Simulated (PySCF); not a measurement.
Isocyanogen, C2N2.
Geometry (PBE0-D3(BJ)/def2-TZVP, Å), atoms numbered from 1 in this order:
```
atom  x, y, z in Å
C1    -1.5702   -0.8003    0.7559
N2    -0.5499   -0.2872    0.4703
C3     0.5793    0.2801    0.1547
N4     1.5789    0.7820   -0.1243
```

Computed with PySCF at wB97X-D/pcSseg-2, non-relativistic, on one gas-phase PBE0-D3(BJ)/def2-TZVP geometry that isn't relaxed in the solvent. The solvent is an IEF-PCM continuum (van der Waals radii × 1.2). The model holds no explicit solvent molecules, cavitation or dispersion.

Gas phase at wB97X-D/pcSseg-2: HOMO -12.23 eV, LUMO -0.42 eV, dipole 0.93 D.

**Question.** What does the continuum do to the energy, the frontier levels and the dipole at wB97X-D/pcSseg-2 in chloroform?

**Answer.** 
| solvent | ε | E(solvent) − E(gas) (kcal/mol) | polarisation term (kcal/mol) | distortion of the solute (kcal/mol) | HOMO (eV) | LUMO (eV) | dipole (D) |
| --- | --- | --- | --- | --- | --- | --- | --- |
| chloroform | 4.711 | -2.49 | -2.83 | 0.34 | -12.09 | -0.26 | 1.20 |

Polarisation term: ½ Σ q·V over the induced surface charges. Distortion: the rise of the solute's own energy as its density leaves the gas-phase optimum.

**Question.** Give the dipole vector in the frame of the coordinates (D, pointing from negative to positive charge), gas and chloroform.

**Answer.** Gas (-0.81, -0.40, 0.22), solvent (-1.04, -0.52, 0.29). Its length changes by +29 % and its direction by less than 1°.

Note: wB97X-D ran without an empirical dispersion term, which enters the total energy and its gradient alone.
